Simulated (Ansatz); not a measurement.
Two structures of H3SO, doublet, reached by relaxing down either side of one saddle point (PBE0-D4/def2-TZVP). Energies are electronic, without zero-point energy. Computed with Ansatz 0.2.0 (basis: def2-TZVPP and def2-QZVPP); correlated methods freeze the cores; orbitals are unrestricted. Extrapolation: Hartree–Fock as exp(−7.88 √X), correlation as X^−2.97. First:

```xyz
5
angstrom
H -0.1073 -1.4319 0.0757
O 0.0978 -0.8192 -0.6358
S -0.2316 1.3467 1.0801
H -0.7426 -0.6321 -1.0627
H 0.9839 1.5365 0.5426
```

Second:

```
5
angstrom
H 0.1990 -0.3258 1.4158
O 0.0453 -0.8299 -1.0579
S -0.3056 0.7284 0.7608
H -0.8355 -0.6895 -1.4343
H 0.8969 1.1169 0.3155
```

Problem. Which bonds change from the first to the second?

Solution. H₂O + HS → H₂S + OH; bonds formed: H1–S3; bonds broken: H1–O2.

Problem. Give the saddle point's structure and its height above each. (To be estimated.)

Solution. By the calculation: 31.82 kcal/mol above the first and 2.46 kcal/mol above the second (CCSD(T) at an estimated basis limit (MP2 extrapolated from triple and quadruple zeta, plus CCSD(T) − MP2 in triple zeta)).
H1  (0.035, -0.427, 0.657)
O2  (0.049, -1.007, -0.870)
S3  (-0.235, 0.888, 0.969)
H4  (-0.803, -0.751, -1.257)
H5  (0.955, 1.297, 0.502)
(Å)

The T1 diagnostic stays at or below 0.028. ⟨S²⟩ of the unrestricted Hartree–Fock references: 0.76 to 0.77 (a pure state has 0.75).

For scale, one of the runs: CCSD(T)/def2-TZVPP, 115 basis functions, launched by `ansatz run in.yaml --threads 2 --pin off --events-out ev --progress --plain --max-ram 4352MiB`. Time: 20 s of wall clock on 2 CPU threads; the host was shared. Peak host memory: 0.92 GiB.
